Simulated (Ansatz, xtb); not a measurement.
## Relative energy of two structures of COSi+

Structure a is a doublet given by its coordinates and structure b is a doublet given by its coordinates. Both are isolated ions in the gas phase, relaxed with PBE0-D4/def2-TZVP.

a (Å):

```yaml
atoms:
  - { symbol: C, position_ang: [0.0000, 0.0000, -1.4687] }
  - { symbol: O, position_ang: [0.0000, 0.0000, -0.3256] }
  - { symbol: Si, position_ang: [0.0000, 0.0000, 1.7943] }
```

Close contacts (Å): C1–O2 1.14, O2–Si3 2.12.

b (Å):

```xyz
3

C    -3.0560    0.2360   -1.6059
O    -3.4353   -0.8909   -1.7617
Si   -1.5428   -1.0821   -2.0066
```

Close contacts (Å): C1–O2 1.20, C1–Si3 2.05, O2–Si3 1.92.

Energies in hartree; the thermal terms are from PBE0-D4/def2-TZVP harmonic frequencies (ideal gas, rigid rotor, one conformer each, 298.15 K, 1 atm) and include the zero-point energy:

```
                                a           b
E, CCSD(T)/def2-TZVPP  −401.804357  −401.787181
    zero-point energy     0.005718     0.005538
         H(298 K) − E     0.010955     0.009996
         G(298 K) − E    −0.019346    −0.020104
```

Question: Work out ΔE, ΔE₀, ΔH and ΔG for a → b in kcal/mol (1 Eh = 627.51 kcal/mol) and the equilibrium ratio [b]/[a].

Answer: 1. ΔE = −401.787181 − (−401.804357) = +0.017176 Eh = +10.78 kcal/mol.
2. ΔE₀ = ΔE + ΔZPE = +0.017176 + (−0.000180) Eh = +10.67 kcal/mol.
3. ΔH = ΔE + (−0.000959) Eh = +10.18 kcal/mol.
4. ΔG = ΔE + (−0.000758) Eh = +10.30 kcal/mol, so ΔS = (ΔH − ΔG)/T = −1.8 J/(mol K).
5. kT = 0.9442 mEh, so K = [b]/[a] = exp(−ΔG/kT) = exp(−17.39) ≈ 2.8 × 10^−8.

Structure a is favoured at this temperature. An error of 1 kcal/mol in ΔG would change K by a factor of 5.4. Mirror images and further conformers aren't counted.

Other levels gave ΔE = +4.5 (PBE0-D4/def2-TZVP); +24.0 (HF/def2-TZVPP); +11.3 (MP2/def2-TZVPP) kcal/mol. Open shells are spin-unrestricted. The correlated steps freeze 7 core orbitals. Programs: Ansatz 0.2.0.
